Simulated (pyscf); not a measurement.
Thermochemistry of product channels of `[NH2][NH2]` + `[SiH4]` on the singlet surface, in kcal/mol, from ωB97M-D3(BJ)/def2-TZVP energies (ideal gas, 1 atm, RRHO with modes under 100 cm⁻¹ raised to 100, one conformer, R ln 2 for rigid chiral ones). Single points on ωB97X-D3(BJ)/def2-SVP structures (PySCF, gas phase).

```json
[
 {"products": "`[NH2][NH][SiH3]` + `[H][H]`", "ΔE": "-4.4", "ΔH(298 K)": "-7.7", "ΔG(600 K)": "-6.8", "ΔG(900 K)": "-7.4"},
 {"products": "`[NH2][SiH3]` + `[NH3]`", "ΔE": "-51.2", "ΔH(298 K)": "-50.8", "ΔG(600 K)": "-53.4", "ΔG(900 K)": "-55.0"}
]
```

These are energies of the channels, which say nothing of barriers. H₂N–NH–SiH₃ lies 57.4 kcal/mol over its isomer H₂N–SiH₂–NH₂, and others may lie lower still (electronic energy, ωB97M-D3(BJ)).
